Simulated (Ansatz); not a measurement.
A nudged elastic band was laid between two geometries of CH$_{6}$AlSi (9 atoms, charge 0, multiplicity 2).

All numbers below come from Ansatz 0.2.0, UKS B3LYP/6-31G*.

| Quantity | Value |
| --- | --- |
| movable images | 7 |
| climbing image | yes |
| spring | 5.0 eV/Å² |
| optimiser | quadratic models (default) |
| start path | through a guess of the saddle point |
| force threshold | 0.03 eV/Å |
| iteration limit | 51 |
| end points | relaxed |

Initial state:

```xyz
9
Properties=species:S:1:pos:R:3
C -0.915 1.004 -1.045
Al 0.683 0.401 -0.071
Si 0.630 -1.537 1.337
H -0.702 1.102 -2.118
H -1.773 0.333 -0.934
H -1.225 2.000 -0.697
H 2.075 1.167 -0.165
H -0.557 -2.406 1.576
H 1.784 -2.065 2.118
```

Final state:

```xyz
9
Properties=species:S:1:pos:R:3
C -0.916 1.004 -1.045
Al 0.680 0.408 -0.061
Si 0.631 -1.540 1.333
H -0.705 1.065 -2.122
H -1.783 0.349 -0.910
H -1.208 2.015 -0.728
H 2.067 1.184 -0.143
H 1.786 -2.066 2.114
H -0.551 -2.419 1.562
```

Problem. What changes between the two ends?

Solution. No bond is made or broken. The dihedral C1–Al2–Si3–H8 goes from 0 to -180°. The two ends are copies of one structure, up to a mirror image or an exchange of like atoms.

Problem. Give the energies along the band, and the barrier.

Solution. The run converged. The highest image is number 5 of 0 to 8, 21.4 kJ/mol above the ends, which have the same energy within 2 meV. A vibrational analysis at the climbing image gives one clearly imaginary mode, 184i cm⁻¹: a first-order saddle point.

```
image  path coordinate (Å)  energy (kJ/mol)  dihedral C1–Al2–Si3–H8 (°)
    0                 0.00              0.0                           0
    1                 0.62              0.2                          -1
    2                 1.25              3.3                           7
    3                 1.87             10.9                          20
    4                 2.49             18.3                          39
    5                 3.11             21.4                          62
    6                 3.95             16.2                          97
    7                 4.78              5.4                         137
    8                 5.62              0.0                        -180
```

Problem. What is the geometry of the highest image?

Solution. 
```xyz
9
Properties=species:S:1:pos:R:3
C -0.855 0.899 -1.061
Al 0.675 0.545 0.129
Si 0.913 -1.508 1.463
H -0.548 0.757 -2.108
H -1.718 0.250 -0.883
H -1.184 1.943 -0.973
H 1.836 1.635 0.215
H 1.001 -2.790 0.693
H -0.120 -1.731 2.525
```

Problem. What are the harmonic wavenumbers there?

Solution. 184i, 15, 140, 320, 365, 411, 443, 569, 640, 669, 783, 931, 1269, 1479, 1486, 1908, 2172, 2193, 3024, 3088, 3128 cm⁻¹.

Run time: 14 min on 1 thread of Intel(R) Xeon(R) Processor @ 2.70GHz, with other jobs on the host, peak memory 0.18 GiB.
